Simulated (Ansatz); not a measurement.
This script for Ansatz 0.2.0, Python API starts 2 runs on MgS (charge +1). What input does the engine get in each?

`x2c_mgs.py`
```python
import ansatz as az
import numpy as np

geometry = (
    az.Crystal.molecule()
    .atom("Mg", (0.0, 0.0, 0.0))
    .atom("S", (0.0, 0.0, 2.44))
)

model = geometry.calculation().functional("pbe0").charge(1).spin("collinear", total=1).forces()
sets = {"none": "cc-pVTZ", "scalar": "cc-pVTZ-DK"}
found = {kind: model.basis(gaussian=basis).pseudopotentials(relativity=kind).run().report for kind, basis in sets.items()}
for kind, each in found.items():
    dipole = 4.803205 * np.linalg.norm(each["charge_distribution"]["dipole_moment_e_ang"])
    print(f"{kind:7s} E = {each['free_energy_ev']:.4f} eV  dipole {dipole:.3f} D  largest force component {np.abs(each['forces_ev_ang']).max():.4f} eV/A")
print(f"relativity lowers the total energy by {found['none']['free_energy_ev'] - found['scalar']['free_energy_ev']:.3f} eV")
```

Run 1:
```yaml
crystal:
  periodic: [false, false, false]
  atoms:
    - { symbol: Mg, position_ang: [0.0, 0.0, 0.0] }
    - { symbol: S, position_ang: [0.0, 0.0, 2.44] }
basis:
  gaussian:
    orbitals: cc-pVTZ
hamiltonian:
  xc: pbe0
  pseudopotentials:
    relativity: none
magnetization:
  spin_polarized: true
  initial_magnetization: 1.0
total_charge: 1.0
output:
  forces: true
```

Run 2, against run 1:
```diff
-    orbitals: cc-pVTZ
+    orbitals: cc-pVTZ-DK
-    relativity: none
+    relativity: scalar
```

Running `python x2c_mgs.py` prints:
```text
none    E = -16265.2832 eV  dipole 9.279 D  largest force component 1.5354 eV/A
scalar  E = -16303.3417 eV  dipole 9.229 D  largest force component 1.5340 eV/A
relativity lowers the total energy by 38.059 eV
```

What to keep in mind:
- Total energies depend on the basis set; only differences at equal settings carry meaning.
- The geometry is a force-field or estimated start, not a minimum of this method. The basis set changes with the Hamiltonian (a set recontracted for scalar relativity), and most of the change in the total lies in the cores.
- The species is open-shell (spin multiplicity 2).
- An ion's dipole depends on the origin; the program takes it about the centre of nuclear charge.
- The spin state was assumed, and another may lie lower.
- Hardware and time: 4.7 s on 1 thread of Arm Neoverse V2, on a shared host, peak memory 0.21 GiB.
